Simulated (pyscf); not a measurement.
Single points on ωB97X-D3(BJ)/def2-SVP structures (PySCF, gas phase). Correlated levels are frozen-core, on RHF or UHF. ΔMP2 is the change of the MP2 total energy from the triple- to the quadruple-zeta basis.

Estimate the classical barrier height and the reaction energy of HF + H₃C–BH–F → F–BH–F + CH₄ at CCSD(T)/def2-TZVPP + ΔMP2(QZVPP). The step runs on the singlet surface, breaks F–H, B–C and forms B–F, C–H; take the separated reactants as zero.

ΔE‡ = 23.8 kcal/mol, ΔE = -36.6 kcal/mol. Zero-point energy shifts the barrier by +0.7 kcal/mol. It is a four-centre exchange, with an imaginary mode of 1207i cm⁻¹. One saddle was located; it need not be the lowest between these sides. The CCSD(T) − MP2 part came from Ansatz, without density fitting, on the same reference.
